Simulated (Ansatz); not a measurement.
# MgF (quartet): the correlation ladder, def2-TZVPP

One table from this session's results is given with a row withheld; the runs are named, their logs left out.

Computed with Ansatz 0.2.0, Gaussian basis. Level: def2-TZVPP, core rule «outside noble gas», up to 6 orbitals frozen.

Plan: UHF; ROHF; CCSD(T) on UHF.

2 further runs of the same task are left out: 2 set aside as unsound or not needed.

### What is computed

The geometry is a PBE0/def2-TZVP stationary point (not a proven minimum) of the parent state, kept for this charge and spin.

2 atoms, charge 0, spin multiplicity 4.

Atoms are counted from 1 here; the program's logs count them from 0.

Bond lengths: F1–Mg2 1.764 Å.

As a file:

```xyz
2

F     0.0000    0.0000    0.0000
Mg    0.0000    0.0000    1.7638
```

Set-up of the first run:

Input file in.yaml:

```yaml
crystal:
  periodic: [false, false, false]
  atoms:
    - {symbol: F, position_ang: [0.000000, 0.000000, 0.000000]}
    - {symbol: Mg, position_ang: [0.000000, 0.000000, 1.763800]}
basis:
  gaussian: {orbitals: def2-TZVPP}
magnetization: {spin_polarized: true, initial_magnetization: 3}
hamiltonian: {xc: hf}
output: {orbitals: {seedname: orbitals}}
```

Launch:

```
ansatz run in.yaml --threads 1 --pin off --events-out ev --progress --plain --max-ram 4096MiB --backend cpu
```

Steps of the session up to this table: UHF; ROHF; CCSD(T) on UHF.

One of the session's tables, all rows but one given; the rest of the session is left out.

| method | from UCCSD(T) (meV) |
| --- | --- |
| ROHF | +6100.6 |
| UHF | ? |
| UMP2 | +498.5 |
| UCCSD | +103.2 |
| UCCSD(T) | 0 |

**Question.** Estimate the row for UHF.

As computed: from UCCSD(T) (meV): +5968.4. In the column «from UCCSD(T) (meV)» it lies between UMP2 (+498.5) and ROHF (+6100.6).
